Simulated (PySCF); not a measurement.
Isomers of C5H8O. Method: PySCF 2.14.0, PBE0-D3(BJ)/def2-SVP geometry optimisation, gas phase. Energies are electronic, without zero-point or thermal terms, for one conformer each. No frequencies were run at this level. Point groups hold within 0.08 Å.

Task: Rank from lowest to highest electronic energy at this level (kcal/mol).
A. `[CH3:1][O:2][C@:3]12[CH2:4][C@H:5]1[CH2:6]2` with C1–O2–C3–C4 -97°
B. `[CH:1]1=[CH:2][O:3][CH2:4][CH2:5][CH2:6]1` with C1–C2–O3–C4 -12°, C2–O3–C4–C5 44°, O3–C4–C5–C6 -60°, C4–C5–C6–C1 43°
C. `[CH2:1]=[CH:2]/[CH:3]=[CH:4]/[O:5][CH3:6]` with C1–C2–C3–C4 180°, C3–C4–O5–C6 0°

Result: B (0.0), C (23.3), A (48.0).

As drawn, the lowest has a C=C bond outside aromatic rings, which the highest lacks; the highest has a three-membered ring, which the lowest lacks.

| SMILES | E (Eh) | E rel (kcal/mol) | dipole (D) | point group | A, B, C (MHz) |
| --- | --- | --- | --- | --- | --- |
| C1=COCCC1 | -270.04436 | 0.0 | 1.25 | C1 | 5235, 4787, 2726 |
| C=C/C=C/OC | -270.00715 | 23.3 | 1.29 | Cs | 12903, 1602, 1438 |
| CO[C@]12C[C@H]1C2 | -269.96793 | 48.0 | 0.84 | Cs | 7696, 2870, 2529 |
